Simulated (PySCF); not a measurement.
**[NH4]+ (ammonium): SVWN5/STO-3G**

Aim: the energy change on altering one bond length of [NH4]+ (ammonium) at SVWN5/STO-3G, from 2 runs. 

Program for the calculation: PySCF 2.14.0.

16 further runs of the same task are left out: 4 that didn't finish, 12 set aside as unsound or not needed.

## 1. The structure to begin with

The species is [NH4]+ (5 atoms), meant as a singlet with charge +1. As SMILES, `[NH4+]`. Geometry: relaxed at GFN2-xTB.

Bond lengths: N1–H2 1.030 Å, N1–H3 1.029 Å, N1–H4 1.030 Å, N1–H5 1.030 Å. Angles: H2–N1–H3 109.5°, H2–N1–H4 109.4°, H2–N1–H5 109.5°, H3–N1–H4 109.5°, H3–N1–H5 109.4°, H4–N1–H5 109.5°.

## 2. A single-point energy at SVWN5/STO-3G

Input file input.py:

```python
# [NH4+]
from pyscf import gto, dft

system = gto.M(
    atom='''
N      0.000080     0.000050    -0.000010
H      0.455870    -0.450720     0.805650
H     -0.977900     0.217540     0.236550
H      0.024080    -0.637350    -0.808220
H      0.497880     0.870480    -0.233970
''',
    verbose=3,
    max_memory=1860,
    basis='sto-3g',
    charge=1,
)

calc0 = dft.RKS(system)
calc0.xc = 'svwn'
calc0.conv_tol = 1e-10
calc0.grids.level = 5
calc0.kernel()
if not calc0.converged:
    calc0 = calc0.newton().run(calc0.mo_coeff, calc0.mo_occ)

e_final = calc0.e_tot
print('Final energy', e_final)
```

On the command line:

```console
$ OMP_NUM_THREADS=1 python input.py
```

Log:

```text
converged SCF energy = -55.7125502222821
Final energy -55.712550222282076
```

It took 1 s on 1 thread of Arm Neoverse V2, shared host; peak memory 0.13 GiB.

## 3. The distorted shape at the same level

Input file mol.xyz:

```xyz
5

N     -0.019121     0.509992     0.646586
H      0.436669     0.059222     1.452246
H     -0.997101     0.727482     0.883146
H      0.024080    -0.637350    -0.808220
H      0.478679     1.380422     0.412626
```

Input file input.py:

```python
from pyscf import gto, dft

mol = gto.M(
    atom='mol.xyz',
    charge=1,
    basis='sto-3g',
    max_memory=1860,
    verbose=3,
)

mf = dft.RKS(mol, xc='svwn')
mf.grids.level = 5
mf.conv_tol = 1e-10
mf.kernel()
if not mf.converged:
    mf = mf.newton().run(mf.mo_coeff, mf.mo_occ)

e_tot = mf.e_tot
print('E(%s) = %.9f' % ('SVWN5', e_tot))
```

On the command line:

```console
$ OMP_NUM_THREADS=1 python input.py
```

Log:

```text
converged SCF energy = -55.5596632637166
E(SVWN5) = -55.559663264
```

It took 1.2 s on 1 thread of Arm Neoverse V2, shared host; peak memory 0.13 GiB.

## 4. What came out

Level: SVWN5/STO-3G.

| quantity | value |
| --- | --- |
| first shape: total energy | -55.71255 Eh |
| first shape: HOMO energy | -21.08 eV |
| first shape: LUMO energy | -1.21 eV |
| first shape: HOMO–LUMO gap | 19.86 eV |
| distorted shape: total energy | -55.55966 Eh |
| distorted shape: HOMO energy | -15.73 eV |
| distorted shape: LUMO energy | -10.22 eV |
| distorted shape: HOMO–LUMO gap | 5.51 eV |
| energy change with the N1–H4 bond stretched from 1.030 to 1.853 Å | 4.160 eV |

**Reading.** With the N1–H4 bond stretched from 1.030 to 1.853 Å the energy rises by 4.16 eV (96 kcal/mol). The first shape isn't relaxed at this level, so the change isn't measured from a minimum. The minimal basis adds a large error of its own.
